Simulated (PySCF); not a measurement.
Homolysis of single bonds, series Ga NH2-SiH3. Isolated molecules, 0 K electronic values unless said otherwise. One relaxed conformer stands for each flexible species; it need not be the lowest. Strings in code marks are SMILES.

The highest occupied spin orbital from two functionals at the same geometries (r2SCAN-D4/def2-TZVP), both in PySCF: PBE-D3(BJ)/def2-TZVP and r2SCAN-D4/def2-TZVP. 

| species | PBE-D3(BJ)/def2-TZVP (eV) |
|---|---|
| radical fragment (`[NH2]`) | -7.08 |
| radical fragment (`[NH2][Ga][NH2]`) | -4.47 |
| radical fragment (`[NH2][Ga][SiH3]`) | -4.41 |
| radical fragment (`[SiH3]`) | -5.30 |

Task: What does r2SCAN-D4/def2-TZVP give for each?

Result: 
- radical fragment (`[NH2]`): -7.41
- radical fragment (`[NH2][Ga][NH2]`): -4.83
- radical fragment (`[NH2][Ga][SiH3]`): -4.73
- radical fragment (`[SiH3]`): -5.65
Over these rows, drawn at random from the members with no instability flagged (it was tested for open shells, ions and some series alone), PBE minus r2SCAN-D4: mean +0.34 eV, from +0.32 eV to +0.36 eV.
